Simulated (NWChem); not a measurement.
System: C₃H₇ cation

NWChem printed, in part:

```
             Northwest Computational Chemistry Package (NWChem) 7.3.0
             --------------------------------------------------------

 C2  symmetry detected

                             Geometry "geometry" -> ""
                             -------------------------

 Output coordinates in angstroms (scale by  1.889725989 to convert to a.u.)

  No.       Tag          Charge          X              Y              Z
 ---- ---------------- ---------- -------------- -------------- --------------
    1 C                    6.0000     1.28374790    -0.01329924     0.20042084
    2 C                    6.0000     0.00000000     0.00000000    -0.44617316
    3 C                    6.0000    -1.28374790     0.01329924     0.20042084
    4 H                    1.0000     2.01945797    -0.66114399    -0.33138116
    5 H                    1.0000     1.27883715    -0.13828901     1.29818984
    6 H                    1.0000     1.70019737     1.00887431    -0.05207716
    7 H                    1.0000     0.00000000     0.00000000    -1.55747416
    8 H                    1.0000    -1.70019737    -1.00887431    -0.05207716
    9 H                    1.0000    -2.01945797     0.66114399    -0.33138116
   10 H                    1.0000    -1.27883715     0.13828901     1.29818984

 Effective nuclear repulsion energy (a.u.)      76.2588390330

      Symmetry information
      --------------------

 Group name             C2
 Group number              4
 Group order               2
 No. of unique centers     6

                                 NWChem DFT Module
                                 -----------------

 Summary of "ao basis" -> "ao basis" (spherical)
 ------------------------------------------------------------------------------
       Tag                 Description            Shells   Functions and Types
 ---------------- ------------------------------  ------  ---------------------
 C                         def2-svpd                 8       20   4s2p2d
 H                         def2-svpd                 4        8   2s2p

      Symmetry analysis of basis
      --------------------------

        a          60
        b          56

            General Information
            -------------------
          SCF calculation type: DFT
          Wavefunction type:  closed shell.
          No. of atoms     :    10
          No. of electrons :    24
           Alpha electrons :    12
            Beta electrons :    12
          Charge           :     1
          Spin multiplicity:     1
          Use of symmetry is: on ; symmetry adaption is: on
          Maximum number of iterations: 150
          AO basis - number of functions:   116
                     number of shells:    52
          Convergence on energy requested:  1.00D-06
          Convergence on density requested:  1.00D-05
          Convergence on gradient requested:  5.00D-04

              XC Information
              --------------
                         B3LYP Method XC Potential
                     Hartree-Fock (Exact) Exchange  0.200
                        Slater Exchange Functional  0.800 local
                    Becke 1988 Exchange Functional  0.720 non-local
              Lee-Yang-Parr Correlation Functional  0.810
                  VWN I RPA Correlation Functional  0.190 local

             Grid Information
             ----------------
          Grid used for XC integration:  medium
          Radial quadrature: Mura-Knowles
          Angular quadrature: Lebedev.
          Tag              B.-S. Rad. Rad. Pts. Rad. Cut. Ang. Pts.
          ---              ---------- --------- --------- ---------
          C                   0.70       49          10.0       434
          H                   0.35       45          11.0       434
          Grid pruning is: on
          Number of quadrature shells:   278
          Spatial weights used:  Erf1

      Superposition of Atomic Density Guess
      -------------------------------------

 Sum of atomic energies:        -116.37011990

 Renormalizing density from      25.00 to     24

      Non-variational initial energy
      ------------------------------

 Total energy =    -114.890652
 1-e energy   =    -292.657279
 2-e energy   =     101.507788
 HOMO         =      -0.742922
 LUMO         =      -0.440006

      Symmetry analysis of molecular orbitals - initial
      -------------------------------------------------

  Numbering of irreducible representations:

     1 a           2 b

  Orbital symmetries:

     1 a           2 a           3 b           4 a           5 b
     6 a           7 a           8 b           9 b          10 a
    11 b          12 a          13 b          14 a          15 a
    16 b          17 a          18 b          19 a          20 b
    21 b          22 a

     ---------------------------------------------
      Total Density - Mulliken Population Analysis
     ---------------------------------------------

    Atom       Charge   Shell Charges
 -----------   ------   -------------------------------------------------------
    1 C    6     6.11   1.99  1.10 -0.40  0.03  2.35  1.00  0.02  0.01
    2 C    6     6.49   1.99  1.10  0.07  0.05  1.80  0.87  0.04  0.56
    3 C    6     6.11   1.99  1.10 -0.40  0.03  2.35  1.00  0.02  0.01
    4 H    1     0.69   0.59  0.02  0.02  0.05
    5 H    1     0.79   0.63  0.06  0.02  0.07
    6 H    1     0.62   0.56 -0.02  0.03  0.06
    7 H    1     1.08   0.63  0.39  0.02  0.04
    8 H    1     0.62   0.56 -0.02  0.03  0.06
    9 H    1     0.69   0.59  0.02  0.02  0.05
   10 H    1     0.79   0.63  0.06  0.02  0.07

   convergence    iter        energy       DeltaE   RMS-Dens  Diis-err
 ---------------- ----- ----------------- --------- --------- ---------
 d= 0,ls=0.0,diis     1   -118.0533813641 -1.94D+02  1.43D-02  6.76D-01
 d= 0,ls=0.0,diis     2   -118.0682604908 -1.49D-02  6.49D-03  4.47D-01
 d= 0,ls=0.0,diis     3   -118.1266705453 -5.84D-02  1.11D-03  1.30D-02
 d= 0,ls=0.0,diis     4   -118.1284202270 -1.75D-03  1.92D-04  4.96D-04
 d= 0,ls=0.0,diis     5   -118.1284804577 -6.02D-05  6.46D-05  3.12D-05
  Resetting Diis
 d= 0,ls=0.0,diis     6   -118.1284847152 -4.26D-06  8.72D-06  2.86D-07
 d= 0,ls=0.0,diis     7   -118.1284847568 -4.16D-08  1.67D-06  5.33D-09

         Total DFT energy =     -118.128484756822
      One electron energy =     -301.775077378422
           Coulomb energy =      125.876553591787
    Exchange-Corr. energy =      -18.488800003146
 Nuclear repulsion energy =       76.258839032960

 Numeric. integr. density =       23.999994498208

                  Occupations of the irreducible representations
                  ----------------------------------------------

                     irrep           alpha         beta
                     --------     --------     --------
                     a                 7.0          7.0
                     b                 5.0          5.0

                       DFT Final Molecular Orbital Analysis
                       ------------------------------------

 Vector   10  Occ=2.000000D+00  E=-6.198478D-01  Symmetry=a
              MO Center= -3.7D-14, -8.4D-14,  1.1D-01, r^2= 3.4D+00
   Bfn.  Coefficient  Atom+Function         Bfn.  Coefficient  Atom+Function
  ----- ------------  ---------------      ----- ------------  ---------------
     6      0.311439   1 C  py               46     -0.311439   3 C  py
    77      0.266372   6 H  s                93      0.266372   8 H  s
    86      0.184793   7 H  s                61     -0.146971   4 H  s
   101     -0.146971   9 H  s                38     -0.142325   2 C  d  0
     9      0.134340   1 C  py               49     -0.134340   3 C  py

 Vector   11  Occ=2.000000D+00  E=-6.143147D-01  Symmetry=b
              MO Center= -8.9D-14,  1.2D-13,  1.6D-01, r^2= 3.2D+00
   Bfn.  Coefficient  Atom+Function         Bfn.  Coefficient  Atom+Function
  ----- ------------  ---------------      ----- ------------  ---------------
     5      0.289301   1 C  px               45      0.289301   3 C  px
     3     -0.262874   1 C  s                43      0.262874   3 C  s
    25     -0.234751   2 C  px               61      0.223412   4 H  s
   101     -0.223412   9 H  s                 7     -0.185326   1 C  pz
    47      0.185326   3 C  pz               69     -0.182112   5 H  s

 Vector   12  Occ=2.000000D+00  E=-6.046623D-01  Symmetry=a
              MO Center=  2.0D-13, -3.6D-14,  6.0D-02, r^2= 3.0D+00
   Bfn.  Coefficient  Atom+Function         Bfn.  Coefficient  Atom+Function
  ----- ------------  ---------------      ----- ------------  ---------------
    27     -0.286002   2 C  pz                7      0.270902   1 C  pz
    47      0.270902   3 C  pz               85      0.268521   7 H  s
    69      0.229893   5 H  s               109      0.229893  10 H  s
    38      0.196446   2 C  d  0             61     -0.169777   4 H  s
    86     -0.170218   7 H  s               101     -0.169777   9 H  s

 Vector   13  Occ=0.000000D+00  E=-3.494725D-01  Symmetry=b
              MO Center=  2.8D-16,  5.7D-15, -3.4D-01, r^2= 2.2D+00
   Bfn.  Coefficient  Atom+Function         Bfn.  Coefficient  Atom+Function
  ----- ------------  ---------------      ----- ------------  ---------------
    26      0.588051   2 C  py               29      0.449988   2 C  py
    78     -0.245216   6 H  s                94      0.245216   8 H  s
    77     -0.211170   6 H  s                93      0.211170   8 H  s
    62      0.166179   4 H  s               102     -0.166179   9 H  s
    61      0.143311   4 H  s               101     -0.143311   9 H  s

 Vector   14  Occ=0.000000D+00  E=-1.653182D-01  Symmetry=a
              MO Center=  1.6D-15, -1.5D-15, -6.4D-01, r^2= 6.9D+00
   Bfn.  Coefficient  Atom+Function         Bfn.  Coefficient  Atom+Function
  ----- ------------  ---------------      ----- ------------  ---------------
    24      2.030517   2 C  s                86     -1.079956   7 H  s
    70     -0.766799   5 H  s               110     -0.766799  10 H  s
     4      0.539004   1 C  s                44      0.539004   3 C  s
     3      0.451560   1 C  s                43      0.451560   3 C  s
    92     -0.392497   7 H  pz               62     -0.255388   4 H  s

 Vector   15  Occ=0.000000D+00  E=-1.274405D-01  Symmetry=a
              MO Center= -1.0D-14, -1.6D-13,  1.5D-02, r^2= 7.7D+00
   Bfn.  Coefficient  Atom+Function         Bfn.  Coefficient  Atom+Function
  ----- ------------  ---------------      ----- ------------  ---------------
    24      3.677364   2 C  s                 4     -2.376526   1 C  s
    44     -2.376526   3 C  s                86     -0.792387   7 H  s
    70      0.742410   5 H  s               110      0.742410  10 H  s
     3     -0.724483   1 C  s                43     -0.724483   3 C  s
    78      0.462497   6 H  s                94      0.462497   8 H  s

     ---------------------------------------------
      Total Density - Mulliken Population Analysis
     ---------------------------------------------

    Atom       Charge   Shell Charges
 -----------   ------   -------------------------------------------------------
    1 C    6     5.47   1.98  0.95 -0.40  0.05  2.17  0.68  0.03  0.01
    2 C    6     6.67   1.99  1.04  0.15  0.05  1.90  0.75  0.04  0.75
    3 C    6     5.47   1.98  0.95 -0.40  0.05  2.17  0.68  0.03  0.01
    4 H    1     0.83   0.72  0.07  0.02  0.03
    5 H    1     0.93   0.74  0.10  0.02  0.06
    6 H    1     0.82   0.69  0.05  0.03  0.04
    7 H    1     1.22   0.74  0.44  0.02  0.01
    8 H    1     0.82   0.69  0.05  0.03  0.04
    9 H    1     0.83   0.72  0.07  0.02  0.03
   10 H    1     0.93   0.74  0.10  0.02  0.06

     -------------------------------------------
      Total Density - Lowdin Population Analysis
     -------------------------------------------

    Atom       Charge   Shell Charges
 -----------   ------   -------------------------------------------------------
    1 C    6     5.81   1.96  0.46  0.19  0.11  1.85  0.92  0.06  0.26
    2 C    6     5.86   1.97  0.53  0.18  0.10  1.64  0.74  0.08  0.62
    3 C    6     5.81   1.96  0.46  0.19  0.11  1.85  0.92  0.06  0.26
    4 H    1     0.94   0.53  0.16  0.06  0.19
    5 H    1     0.96   0.55  0.17  0.06  0.18
    6 H    1     0.90   0.50  0.15  0.06  0.19
    7 H    1     0.92   0.55  0.16  0.06  0.15
    8 H    1     0.90   0.50  0.15  0.06  0.19
    9 H    1     0.94   0.53  0.16  0.06  0.19
   10 H    1     0.96   0.55  0.17  0.06  0.18

     Multipole analysis of the density
     ---------------------------------

     L   x y z        total         alpha         beta         nuclear
     -   - - -        -----         -----         ----         -------
     0   0 0 0      1.000000    -12.000000    -12.000000     25.000000

     1   1 0 0      0.000000      0.000000      0.000000      0.000000
     1   0 1 0     -0.000000     -0.000000     -0.000000      0.000000
     1   0 0 1     -0.333058     -0.166529     -0.166529      0.000000

     2   2 0 0     -6.646037    -69.360418    -69.360418    132.074800
     2   1 1 0      0.563281     -0.078489     -0.078489      0.720259
     2   1 0 1     -0.000000     -0.000000     -0.000000      0.000000
     2   0 2 0    -12.525499    -11.530512    -11.530512     10.535524
     2   0 1 1     -0.000000     -0.000000     -0.000000      0.000000
     2   0 0 2    -11.294687    -19.392041    -19.392041     27.489394
```

Level: B3LYP/def2-SVPD. Geometry: optimised at PBE-D3(BJ)/def2-SVP. B3LYP is NWChem's, with the RPA form of VWN correlation.

**Question.** Reconstruct the input file.

**Answer.** Several could match; the one computed here: the input that was run:
```
start job
memory heap 200 mb stack 900 mb global 1100 mb
charge 1
geometry units angstroms noautoz
  C      1.283740     0.014041     0.193314
  C      0.000000    -0.000000    -0.453280
  C     -1.283740    -0.014041     0.193314
  H      2.033079    -0.617990    -0.338488
  H      1.281492    -0.111025     1.291083
  H      1.678328     1.044851    -0.059184
  H      0.000000     0.000000    -1.564581
  H     -1.678328    -1.044851    -0.059184
  H     -2.033079     0.617990    -0.338488
  H     -1.281492     0.111025     1.291083
end
basis spherical
  * library def2-svpd
end
dft
  xc b3lyp
  iterations 150
  mulliken
end
task dft energy
```
